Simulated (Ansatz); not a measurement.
For antiferromagnetic bcc Cr, PBE-D3(BJ) in Ansatz (PAW) gives:

- equilibrium lattice constant a: 2.829 Å
- magnetic moment: 0.64 μB

Q: What does r²SCAN in Ansatz (plane waves, PAW) give for the same quantities?

A: 
- lattice constant a: 2.961 Å (rises by 4.7 %)
- magnetic moment: 2.51 μB (goes up by 1.87 μB)

For comparison: lattice constant a 2.877 Å (measured, corrected for temperature and zero-point phonon effects; as tabulated in Levämäki et al. (2014), arXiv:1402.3671).

Changes are worked out from the printed values.

Unless a cell is named, each level is at its own relaxed cell (PBE-D3(BJ) 11.32, r²SCAN 12.98 Å³/atom).

Spin-polarised runs: PBE-D3(BJ) (opposed moments), r²SCAN (opposed moments).

Caveats: the commensurate order stands in for chromium's spin-density wave, and the size of the moments varies much between levels (PBE-D3(BJ), r²SCAN). Ansatz's density-functional and Hartree–Fock values are scalar-relativistic unless marked +SOC, with PAW data made under PBE.

Ansatz is a first-principles code.
